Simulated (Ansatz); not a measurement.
System: bcc Li. Method: HSE06-D3(BJ) (plane waves, PAW; Ansatz, a first-principles code).

Run with plane-wave cutoff 460 eV, 14×14×14 k mesh, Fermi–Dirac smearing 0.05 eV, scalar-relativistic PAW data made under PBE.

Results at a series of volumes:

| V (Å³/atom) | E − E_lowest (meV/atom) | P (GPa) |
|---|---|---|
| 17.408 | 2.50 | 0.887 |
| 17.946 | 0.43 | 0.354 |
| 18.325 | 0.00 | 0.017 |
| 18.783 | 0.49 | -0.351 |
| 19.241 | 1.97 | -0.682 |

Task: Estimate the bulk modulus and its pressure derivative from these points.

Result: V0 = 18.345 Å³/atom, B0 = 15.5 GPa, B′ = 3.4 (fit to the energies at full precision).

Measured, for comparison: bulk modulus 13.8 GPa (corrected for temperature and zero-point phonon effects, our sources range from 13.1 to 13.9; as tabulated in Levämäki et al. (2014), arXiv:1402.3671); equilibrium volume per atom 20.51 Å³/atom (low-temperature or extrapolated to 0 K; zero-point anharmonic expansion removed; as tabulated in Csonka et al. (2009), arXiv:0903.4037). Computed (rounded) less measured: bulk modulus +12 % (+12 % to +18 % over the range), equilibrium volume per atom -10.5 %.

The computed numbers hold no vibrational or temperature effects.
